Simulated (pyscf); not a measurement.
Thermochemistry of product channels of HO–SiH₂–OH + O atom (O) [triplet] on the triplet surface, in kcal/mol, from CCSD(T)/def2-TZVPP + ΔMP2(QZVPP) energies (ideal gas, 1 atm, RRHO with modes under 100 cm⁻¹ raised to 100, one conformer, R ln 2 for rigid chiral ones). Single points on ωB97X-D3(BJ)/def2-SVP structures (PySCF, gas phase). MP2 and CC: frozen core, UHF for open shells. ΔMP2 is the change of the MP2 total energy from the triple- to the quadruple-zeta basis.

```csv
products,ΔE,ΔH(298 K),ΔG(298 K),ΔG(900 K)
•O–SiH(OH)–OH + H atom (H•),___,-20.0,-19.6,-19.8
HO–SiH•–OH + hydroxyl (OH•),___,-5.9,-8.7,-14.4
```

**Question.** Complete the blanks.

**Answer.** 
- •O–SiH(OH)–OH + H atom (H•), ΔE: -16.7
- HO–SiH•–OH + hydroxyl (OH•), ΔE: -5.4

These are energies of the channels, which say nothing of barriers. •O–SiH(OH)–OH lies 22.1 kcal/mol over its isomer HO–Si•(OH)–OH, and others may lie lower still (electronic energy, ωB97M-D3(BJ)). The CCSD(T) − MP2 part came from Ansatz, without density fitting, on the same reference. Left out: orbital degeneracy and the spin-orbit lowering of OH, O.
